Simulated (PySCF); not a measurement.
System (SMILES): C=C=O.
Geometry (B3LYP-D3(BJ)/def2-TZVP, fixed):
```xyz
5

C      0.0091     0.0017    -1.2056
C     -0.0008    -0.0001     0.1027
H      0.0282     0.9401    -1.7377
H     -0.0018    -0.9351    -1.7406
O     -0.0096    -0.0018     1.2620
```

Basis-set convergence of the lowest singlet excitation energy at PBE0 with PySCF. Tamm-Dancoff approximation; the state is taken by its order, and sets in which it differs in degeneracy or brightness are left out, yet its character can still change. All functions are spherical. Density fitting with generated auxiliary sets. No added dispersion term, no relativity. Reference: the value in d-aug-cc-pVTZ, 3.977 eV, itself unsure by roughly 0.001 eV (its mean distance from aug-pcseg-2, aug-cc-pVTZ). Deviations are taken from unrounded values. Cost is core time over that of cc-pVDZ, rough, on shared machines of one kind.

```tsv
basis	functions	lowest singlet excitation energy (eV)	minus reference (eV)	cost
cc-pVDZ	52	3.982	0.005	1×
6-311+G**	78	3.956	-0.021	2×
def2-SVPD	79	3.952	-0.025	3×
aug-cc-pVDZ	87	3.953	-0.024	3×
6-311++G(2d,2p)	101	3.956	-0.021	3×
def2-TZVP	105	3.985	0.007	5×
pcseg-2	118	3.981	0.004	7×
def2-TZVPP	121	3.987	0.010	7×
pcseg-3	246	3.976	-0.001	40×
```

The smallest set listed that lies within 0.2 eV of the reference with all its larger relatives (same family, alike in diffuse functions; a set with none counts only in the reference's own line) is cc-pVDZ (52 functions, 1× in cost, 0.005 eV off). (Relatives not listed, tested too: cc-pVTZ 0.019, def2-TZVPD -0.004, jun-cc-pV(T+d)Z -0.002, def2-TZVPPD -0.002, 6-311++G(3df,3pd) -0.002, aug-cc-pVTZ 0.000, cc-pVQZ 0.010, def2-QZVP 0.003, def2-QZVPP 0.003, def2-QZVPPD -0.001 eV.)
